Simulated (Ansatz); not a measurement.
The input, for Ansatz 0.2.0:

```yaml
crystal:
  periodic: [false, false, false]
  atoms:
    - {symbol: Br, position_ang: [0.000000, 0.000000, -1.286867]}
    - {symbol: H, position_ang: [0.000000, 0.000000, 0.133733]}
    - {symbol: H, position_ang: [0.000000, 0.000000, 1.153133]}
basis:
  gaussian: {orbitals: cc-pVDZ}
magnetization: {spin_polarized: true, initial_magnetization: 1}
correlation: {method: ccsdt_q, electrons: outside_noble_gas}
```

```sh
$ ansatz run in.yaml --threads 1 --pin off --events-out ev --progress --plain --max-ram 2816MiB --backend cpu
```

(1) Roughly how long does this take on 1 thread of AMD EPYC 7R13, shared host, and how much host memory?

```
657 factors; integrals over basis functions are off by at most 2.3e-7 eV
mean field evaluation 1: about -70026.3766 eV, gradient 7.8e0 eV
mean field evaluation 2: about -70026.3832 eV, gradient 7.8e0 eV
mean field evaluation 4: about -70027.0647 eV, gradient 1.5e0 eV
mean field evaluation 8: about -70027.1027 eV, gradient 1.1e-3 eV
mean field evaluation 16: about -70027.0984 eV, gradient 4.3e-1 eV
mean field evaluation 32: about -70024.3069 eV, gradient 3.6e-4 eV
mean field -70027.10274789 eV, -2573.4485599099 hartree, gradient 2.3e-6 eV, S^2 0.773623; 1 other end points of the search recorded, 0 dependent functions left out
determinant -70027.10274789 eV, -2573.4485599099 hartree, with singles and doubles -70031.20340532 eV, -2573.5992562910 hartree
determinant -70024.30691957 eV, -2573.3458151140 hartree, with singles and doubles -70028.50165648 eV, -2573.4999688523 hartree
14 core orbitals not correlated: weight in the atoms' cores, before any rotation towards them, 1.000 or more for the frozen orbitals, at most 0.000 for the correlated occupied ones
reference -70027.10274789 eV, -2573.4485599099 hartree; 5, 4 occupied and 18, 19 virtual orbitals, 657 factors
second order -3.60393319 eV of doubles, -0.00000000 eV of singles
cycle   1  -3.96497100 eV  change   -3.6e-1 eV  update   4.6e-2
cycle   2  -4.14814871 eV  change   -1.8e-1 eV  update   2.0e-2
cycle   3  -4.17109631 eV  change   -2.3e-2 eV  update   9.0e-3
cycle   4  -4.17216418 eV  change   -1.1e-3 eV  update   4.4e-3
cycle   5  -4.17399822 eV  change   -1.8e-3 eV  update   1.8e-3
cycle   6  -4.17456275 eV  change   -5.6e-4 eV  update   7.8e-4
cycle   7  -4.17475105 eV  change   -1.9e-4 eV  update   2.5e-4
cycle   8  -4.17478542 eV  change   -3.4e-5 eV  update   8.3e-5
cycle   9  -4.17477082 eV  change    1.5e-5 eV  update   2.9e-5
cycle  10  -4.17476385 eV  change    7.0e-6 eV  update   9.9e-6
cycle  11  -4.17476641 eV  change   -2.6e-6 eV  update   3.4e-6
cycle  12  -4.17476732 eV  change   -9.1e-7 eV  update   1.3e-6
cycle  13  -4.17476782 eV  change   -4.9e-7 eV  update   3.1e-7
perturbative correction -0.00632249 eV, -0.0002323471 hartree
Total energy: -70031.28383819 eV, -2573.6022121444 hartree
```

## Answers

(1) 4.6 s wall and 0.18 GiB.
